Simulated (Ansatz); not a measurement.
1T (CdI2-type) TiTe₂, treated with PBEsol (PAW; Ansatz, a first-principles code).

Problem. Estimate the interlayer binding energy, layer repeat distance and gap between the layers that the calculation returns.

Solution. 
interlayer binding energy: 13.1 meV/Å²
layer repeat distance: 6.435 Å
gap between the layers: 2.993 Å

Note: the cell comes from a level without a dispersion term, which matters for the spacing of layers, chains or molecules; the volume lies 5 % below that of the published cell.

Spin–orbit coupling is not included.

Static lattice: no zero-point or thermal effects.
